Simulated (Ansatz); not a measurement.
# BN₂H+ (quartet): wave-function methods side by side, def2-QZVPP

The task here is to estimate one member of a computed series from the others.

The runs use Ansatz 0.2.0, Gaussian basis; def2-QZVPP, core rule «outside noble gas», up to 3 orbitals frozen.

To be run: UHF; ROHF; CCSD(T) on UHF.

2 further runs of the same task are left out: 2 set aside as unsound or not needed.

### The geometry

The geometry is a PBE0/def2-TZVP stationary point (not a proven minimum) of the parent state, kept for this charge and spin.

4 atoms, charge 1, spin multiplicity 4.

Atoms are counted from 1 here; the program's logs count them from 0.

Bond lengths: B1–N2 1.399 Å, B1–N3 1.252 Å, N3–H4 0.993 Å. Angles: N2–B1–N3 180.0°, B1–N3–H4 180.0°.

Set-up of the first run:

Input file in.yaml:

```yaml
crystal:
  periodic: [false, false, false]
  atoms:
    - {symbol: B, position_ang: [0.000000, 0.000000, -0.524525]}
    - {symbol: N, position_ang: [0.000000, 0.000000, -1.923525]}
    - {symbol: N, position_ang: [0.000000, 0.000000, 0.727375]}
    - {symbol: H, position_ang: [0.000000, 0.000000, 1.720675]}
basis:
  gaussian: {orbitals: "def2-QZVPP.json"}
total_charge: 1
magnetization: {spin_polarized: true, initial_magnetization: 3}
hamiltonian: {xc: hf}
output: {orbitals: {seedname: orbitals}}
```

Started as:

```bash
$ ansatz run in.yaml --threads 1 --pin off --events-out ev --progress --plain --max-ram 2393MiB
```

Steps of the session up to this table: UHF; ROHF; CCSD(T) on UHF.

One of the session's tables, all rows but one given; the rest of the session is left out.

| method | from UCCSD(T) (kcal/mol) |
| --- | --- |
| ROHF | +267.09 |
| UHF | ? |
| UMP2 | +28.91 |
| UCCSD | +9.43 |
| UCCSD(T) | 0 |

**Question.** Estimate the row for UHF.

As computed: from UCCSD(T) (kcal/mol): +259.80. In the column «from UCCSD(T) (kcal/mol)» it lies between UMP2 (+28.91) and ROHF (+267.09).
